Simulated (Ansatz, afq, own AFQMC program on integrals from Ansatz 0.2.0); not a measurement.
H2O, singlet: AFQMC among the cluster methods

```xyz
3

O     0.0000   -0.1463    0.1056
H     0.0000    1.8844   -2.5437
H     0.0000    0.4375    0.8672
```

Basis 6-31G. Noble-gas cores (and the filled d shells of Ga–Kr and In–Xe) are frozen. Ansatz 0.2.0 and our own AFQMC program on the same integrals; the CISD trial comes from CCSD amplitudes, and released means the phaseless constraint is let go. Uncertainties: one standard error, sampling alone.

Determinant: RHF, the one that the program's search chose, which needn't be the lowest solution. The geometry is a point of a scan.

Full CI on the same integrals is exact in this basis and with this determinant's frozen core.

Cautions: restricted determinant unstable towards unrestricted (UHF 6.52 eV lower, ⟨S²⟩ 1.00); strong correlation (T1 0.046, weight of the determinant 0.54, largest double 0.89); (T) is large, 7 % of the CCSD correlation; CCSD(T) is in doubt: in a space of 8 electrons in 8 natural orbitals full CI lies 162 meV above it; the CCSDT(Q) amplitudes may be one of several solutions (largest double 0.94); the CCSDTQ amplitudes may be one of several solutions (largest double 0.94); the released energies move by 1.5 errors or more from one time to the next, so no released level is given (meV from the phaseless value at times in 1/Eh: -12 ± 30 at 0.24, -61 ± 33 at 0.51, -40 ± 30 at 0.99, -31 ± 33 at 1.62, -94 ± 38 at 2.40), though the last usable value meets full CI within the noise; the next higher spin lies close (full CI puts it 8 meV above).

The T1 diagnostic is 0.0462. The weight of the determinant in the CISD state is 0.537. The size of the correlated space is 8 electrons in 12 orbitals.

Reference: full CI, correlation energy -9.203 eV. The cautions show a poor starting determinant, so the rows tell how each method copes with it here, and full CI is the sure value.

| level | E − E(reference) (mEh) | share of correlation (%) |
| --- | --- | --- |
| HF | 338.22 | 0.00 |
| MP2 | 30.37 | 91.02 |
| CCSD | 12.19 | 96.40 |
| CCSD(T) | -9.92 | 102.93 |
| CCSDT | 0.46 | 99.86 |
| CCSDT(Q) | -0.32 | 100.09 |
| CCSDTQ | 0.07 | 99.98 |
| ph-AFQMC/HF | 108.24 ± 2.80 | 68.00 |
| ph-AFQMC/CISD | 3.40 ± 1.02 | 98.99 |

CCSDT and higher add their correlation energy to the determinant of the CCSD(T) run, since their own runs factorise the integrals more tightly (a shift of under 2 meV). A walk keeps the symmetry of its determinant, which the program's search chose and which needn't be the lowest solution, so a lower state of the same spin and another symmetry isn't excluded.
